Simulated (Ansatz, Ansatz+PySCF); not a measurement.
```
atom   x (Å)    y (Å)    z (Å)
   N  0.0000   0.3932  -0.3554
   H  0.0000   1.1982   0.2123
   O  0.0000  -0.4938   0.2845
```

RHF-MP2 on singlet HNO was run in several spherical basis sets with Ansatz (development build ahead of 0.2.0). Frozen core: 2 orbitals. Caution for RHF-MP2: no unrestricted run beside it, a lower state can exist.

(1) Rank the basis sets by the total energy that they give, lowest first, with the distance from the lowest.
A. def2-TZVP
B. cc-pVDZ
C. cc-pVTZ
D. def2-SVP
E. 6-31G(d)

## Answers

(1) A (0.00 eV), C (0.02 eV), B (3.58 eV), E (4.48 eV), D (6.72 eV).

Totals follow the description of the cores as much as that of the bonds, so this order isn't one of quality for chemistry.
